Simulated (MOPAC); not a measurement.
MOPAC input (PM7):

```
PM7 PRECISE GNORM=0.05 LET XYZ CHARGE=1 GEO-OK AUX(PRECISION=9) THREADS=1
C3H9O

O     0.06503772 1   -0.68601455 1    0.05727429 1
C    -0.03288225 1    0.83440006 1    0.03073175 1
C     1.42147281 1   -1.28712423 1   -0.01533926 1
C    -1.48368758 1    1.21030101 1    0.00174931 1
H     0.47728944 1    1.12131012 1    0.94601548 1
H     0.52928146 1    1.15356487 1   -0.84533226 1
H     1.27766083 1   -2.36044626 1    0.05765461 1
H     1.89028205 1   -0.99298470 1   -0.95099819 1
H     1.95495536 1   -0.90470467 1    0.84810251 1
H    -1.97704985 1    0.87309367 1   -0.91220944 1
H    -2.01557038 1    0.83306845 1    0.87432017 1
H    -1.54411666 1    2.30045640 1    0.01467203 1
H    -0.54245191 1   -1.08070251 1   -0.59326989 1
```

From the last part of the output:

```
                                                       MOPAC v23.2.5 Linux

          FINAL HEAT OF FORMATION =        128.19163 KCAL/MOL =     536.35379 KJ/MOL

          COSMO AREA              =        111.85 SQUARE ANGSTROMS
          COSMO VOLUME            =         95.58 CUBIC ANGSTROMS

          GRADIENT NORM           =          0.04555          =       0.01263 PER ATOM
          IONIZATION POTENTIAL    =         17.553609 EV
          HOMO LUMO ENERGIES (EV) =        -17.554 -5.979
          NO. OF FILLED LEVELS    =         13
          MOLECULAR WEIGHT        =         61.1035         POINT GROUP:  C1

          MOLECULAR DIMENSIONS (Angstroms)

            Atom       Atom       Distance
            H    12    H     7     5.41198
            H    10    H     9     2.95877
            H     8    H    11     2.83279

          SCF CALCULATIONS        =         53

   ATOM   CHEMICAL          X               Y               Z
  NUMBER   SYMBOL      (ANGSTROMS)     (ANGSTROMS)     (ANGSTROMS)

     1       O          0.04205967  *  -0.68583847  *   0.20320633  *
     2       C          0.01105995  *   0.84091877  *   0.06868581  *
     3       C          1.37947271  *  -1.24410059  *  -0.07775459  *
     4       C         -1.43639273  *   1.16389842  *  -0.05854534  *
     5       H          0.47540423  *   1.13012387  *   1.03594302  *
     6       H          0.63891984  *   1.12781516  *  -0.79300458  *
     7       H          1.25832432  *  -2.33060056  *   0.07765270  *
     8       H          1.71686877  *  -1.00606244  *  -1.09238756  *
     9       H          2.04113832  *  -0.81768098  *   0.69296792  *
    10       H         -1.88265104  *   0.91219222  *  -1.03441111  *
    11       H         -2.06581339  *   0.71788415  *   0.73488576  *
    12       H         -1.60510189  *   2.26174752  *   0.05173618  *
    13       H         -0.60522915  *  -1.06430380  *  -0.52326816  *

                             CARTESIAN COORDINATES

   1    O        0.042059667    -0.685838465     0.203206326
   2    C        0.011059954     0.840918765     0.068685808
   3    C        1.379472705    -1.244100593    -0.077754590
   4    C       -1.436392726     1.163898419    -0.058545341
   5    H        0.475404232     1.130123871     1.035943024
   6    H        0.638919839     1.127815158    -0.793004577
   7    H        1.258324321    -2.330600561     0.077652702
   8    H        1.716868766    -1.006062440    -1.092387560
   9    H        2.041138322    -0.817680982     0.692967916
  10    H       -1.882651039     0.912192221    -1.034411113
  11    H       -2.065813395     0.717884155     0.734885755
  12    H       -1.605101886     2.261747519     0.051736180
  13    H       -0.605229148    -1.064303805    -0.523268165

           Empirical Formula: C3 H9 O  =    13 atoms

      MOLECULAR POINT GROUP   :   C1

                  EIGENVALUES
 -37.70811 -32.62386 -30.31080 -27.40654 -24.29723 -22.82353 -22.05491 -20.33714
 -19.46115 -18.99338 -18.91926 -17.99524 -17.55361  -5.97923  -3.22536  -2.02407
  -1.34231  -0.38662  -0.20020  -0.17806  -0.07610   0.40551   0.52785   0.70622
   1.84551

              NET ATOMIC CHARGES AND DIPOLE CONTRIBUTIONS

  ATOM NO.   TYPE          CHARGE      No. of ELECS.   s-Pop       p-Pop
    1          O          -0.205893        6.2059     1.84287     4.36302
    2          C           0.018914        3.9811     1.13537     2.84572
    3          C          -0.203460        4.2035     1.12105     3.08242
    4          C          -0.522246        4.5222     1.05670     3.46555
    5          H           0.186148        0.8139     0.81385
    6          H           0.165175        0.8348     0.83483
    7          H           0.195997        0.8040     0.80400
    8          H           0.174254        0.8257     0.82575
    9          H           0.193575        0.8064     0.80643
   10          H           0.187709        0.8123     0.81229
   11          H           0.201758        0.7982     0.79824
   12          H           0.230911        0.7691     0.76909
   13          H           0.377158        0.6228     0.62284
 DIPOLE           X         Y         Z       TOTAL
 POINT-CHG.     1.082    -0.671    -1.107     1.687
 HYBRID        -0.344    -0.208    -0.143     0.426
 SUM            0.739    -0.879    -1.250     1.698

          ATOMIC ORBITAL ELECTRON POPULATIONS

     Atom    s        px        py        pz
    1  O   1.84287   1.37554   1.41134   1.57614
    2  C   1.13537   1.06347   0.60735   1.17490
    3  C   1.12105   0.77957   1.11944   1.18341
    4  C   1.05670   1.01304   1.23063   1.22188
    5  H   0.81385
    6  H   0.83483
    7  H   0.80400
    8  H   0.82575
    9  H   0.80643
   10  H   0.81229
   11  H   0.79824
   12  H   0.76909
   13  H   0.62284

 **********************
 *                    *
 * JOB ENDED NORMALLY *
 *                    *
 **********************

 == MOPAC DONE ==
```

The dipole moment of an ion depends on the origin.
